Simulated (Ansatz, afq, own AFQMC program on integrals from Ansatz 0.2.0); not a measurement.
Two steps: Ansatz 0.2.0 writes the Fock matrix and Cholesky factors of the valence space, and afq projects on them the lowest state that overlaps trial and start.

```yaml
crystal:
  periodic: [false, false, false]
  atoms:
    - {symbol: Cu, position_ang: [-0.758988, 0.004438, 0.005181]}
    - {symbol: Si, position_ang: [1.496312, -0.008750, -0.010213]}
    - {symbol: H, position_ang: [2.044313, -1.396765, -0.009179]}
    - {symbol: H, position_ang: [2.064619, 0.684515, 1.182809]}
    - {symbol: H, position_ang: [2.048200, 0.676245, -1.215656]}
basis:
  gaussian: {orbitals: def2-SVP}
magnetization: {spin_polarized: false}
correlation: {method: ccsd_t, electrons: outside_noble_gas, hamiltonian_folder: ham}
```

```sh
$ ansatz run in.yaml --threads 1 --pin off --events-out ev --progress --plain --max-ram 15360MiB --backend cuda --devices 0, --max-vram 18GiB
```

Options of the walk:

```
--method free --trial cisd --walkers 4000 --time-step 0.03 --max-blocks 4000 --target-error 0.00052 --factor-cut 1e-05 --seed 6045 --times 0,0.21,0.42,0.81,1.2,1.8,2.4,3 --taylor-order 8
```

Times are imaginary, in 1/Eh. The walk had a cap of 64 s.

afq prints:

```
orbitals 50  electrons 9 9  factors 427 of 668
reference energy -1929.26837315 Eh
CCSD correlation -0.41018822 Eh in 16 cycles, weight of the determinant in the CISD state 0.8521
repeat  energy at the last time / Eh  error
    10  -1929.695232  0.001060
    20  -1929.694860  0.000795
    30  -1929.695272  0.000593
    40  -1929.694939  0.000539
    50  -1929.694749  0.000467
time / (1/Eh)  energy / Eh  error  mean overlap
  0.00  -1929.678633  0.000144  1.1738
  0.21  -1929.686981  0.000110  1.1720
  0.42  -1929.690165  0.000114  1.1701
  0.81  -1929.692633  0.000142  1.1700
  1.20  -1929.693398  0.000141  1.1752
  1.80  -1929.694237  0.000255  1.1788
  2.40  -1929.694986  0.000371  1.1836
  3.00  -1929.694806  0.000462  1.1884
energy -1929.694806 +/- 0.000462 Eh
```

The run passed its tests (error under three times the target), which doesn't prove that it has relaxed.

Against this walk (error 12.6 meV) on the same determinant: CCSD(T) 39.4 meV lower, CCSDT(Q) 9.4 meV higher (within the noise). The error is statistical, and a free projection of finite length keeps a remainder of its start.

Cautions: remainder of the start not in the error; no relativity below Rb; outer-core shells of the metal frozen; higher spins were not checked.

The walk took 40 s on 1 × NVIDIA H100 80GB HBM3 with 2 threads of AMD EPYC 7R13 Processor (Zen 3) (shared host) (the card was shared). The log's last line is the free-projection energy.

CCSDT and higher add their correlation energy to the determinant of the CCSD(T) run, since their own runs factorise the integrals more tightly (a shift of under 2 meV). A walk keeps the symmetry of its determinant, which the program's search chose and which needn't be the lowest solution, so a lower state of the same spin and another symmetry isn't excluded.
